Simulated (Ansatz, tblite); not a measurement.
# The cluster TiS2+: rung by rung

How do method and basis change the picture of the cluster TiS2+ (doublet)?

Computed with Ansatz 0.2.0, Gaussian basis. Level: as each input shows.

Plan: GFN1-xTB, GFN2-xTB, PBE-D4/def2-TZVP, r2SCAN-D4/def2-TZVP, HF/def2-TZVP, LDA/def2-TZVP, r2SCAN0-D4/def2-TZVP, CAM-B3LYP-D4/def2-TZVP, BLYP-D4/def2-TZVP, PBE-D4/def2-SVP, PBE0-D4/def2-SVP, HF/6-31G, B3LYP-D4/6-31G, CCSD(T)/def2-TZVPP, MP2/def2-TZVP, RPA/def2-TZVP.

### Step 1. The structure

The geometry is that of the doublet, from an earlier relaxation (PBE0-D4/def2-TZVP). At that level it is the lowest of the isomers that a small search found.

3 atoms, charge 1, spin multiplicity 2.

Bond lengths: Ti1–S2 2.292 Å, Ti1–S3 2.292 Å, S2–S3 1.999 Å. Angles: S2–Ti1–S3 51.7°, Ti1–S2–S3 64.1°, Ti1–S3–S2 64.1°.

No spin-orbit coupling is included. The ion is computed in the gas phase, without counter-ions or solvent.

PBE0-D4/def2-TZVP was run before; its log isn't repeated, and its numbers join the tables.

### Step 2. GFN1-xTB

Tight binding, by tblite at 300 K electronic temperature and without a spin-polarisation term:

```python
tblite.interface.Calculator('GFN1-xTB', numbers, positions, charge=1, uhf=1).singlepoint()
```

Energy -220.3985 eV; 0.003 s.

### Step 3. GFN2-xTB

Tight binding, by tblite at 300 K electronic temperature and without a spin-polarisation term:

```python
tblite.interface.Calculator('GFN2-xTB', numbers, positions, charge=1, uhf=1).singlepoint()
```

Energy -204.7935 eV; 0.004 s.

### Step 4. PBE-D4/def2-TZVP

start.molden holds the orbitals of an earlier run on this state, given as this run's starting guess.

Contents of in.yaml:

```yaml
crystal:
  periodic: [false, false, false]
  atoms:
    - {symbol: Ti, position_ang: [-1.362150, 0.186089, -0.005083]}
    - {symbol: S, position_ang: [0.549175, -1.063969, -0.194583]}
    - {symbol: S, position_ang: [0.812985, 0.877880, 0.199666]}
basis:
  gaussian: {orbitals: def2-TZVP, initial_orbitals: start.molden}
total_charge: 1
magnetization: {spin_polarized: true, initial_magnetization: 1}
hamiltonian: {xc: pbe, dispersion: d4}
scf: {omitted_lower_state_checks: [starts]}
output: {orbitals: {seedname: orbitals}}
```

Command:

```sh
$ ansatz run in.yaml --threads 4 --pin off --events-out ev --progress --plain --max-ram 3916MiB
```

After this run come: r2SCAN-D4/def2-TZVP; HF/def2-TZVP; LDA/def2-TZVP; r2SCAN0-D4/def2-TZVP; CAM-B3LYP-D4/def2-TZVP; BLYP-D4/def2-TZVP; PBE-D4/def2-SVP; PBE0-D4/def2-SVP; HF/6-31G; B3LYP-D4/6-31G; CCSD(T)/def2-TZVPP; MP2/def2-TZVP; RPA/def2-TZVP.

Before running them: what should the planned runs give, taken together? Wanted: gap in def2-TZVP, named functionals and Hartree-Fock, smallest and largest; correlation energy, CCSD(T)/def2-TZVPP; correlation energy, MP2/def2-TZVP; ⟨S²⟩ in def2-TZVP, named functionals and Hartree-Fock, smallest and largest; PBE0 total energy, smallest basis above largest.

The runs gave:

| quantity | value |
| --- | --- |
| gap in def2-TZVP, named functionals and Hartree-Fock, smallest and largest | 0.14 eV (LDA), 9.71 eV (HF) |
| correlation energy, CCSD(T)/def2-TZVPP | -19.33 eV |
| correlation energy, MP2/def2-TZVP | -15.50 eV |
| ⟨S²⟩ in def2-TZVP, named functionals and Hartree-Fock, smallest and largest | 0.867, 1.757 |
| PBE0 total energy, smallest basis above largest | 10.69 eV (def2-SVP, def2-TZVP) |

Over the named functionals and Hartree-Fock in def2-TZVP the gap runs from 0.14 eV (LDA) to 9.71 eV (HF); exact exchange widens it. Over the named functionals and Hartree-Fock in def2-TZVP spin contamination reaches 1.01 (HF), so some levels may describe another state. Notes on CCSD(T)/def2-TZVPP: spin contamination.
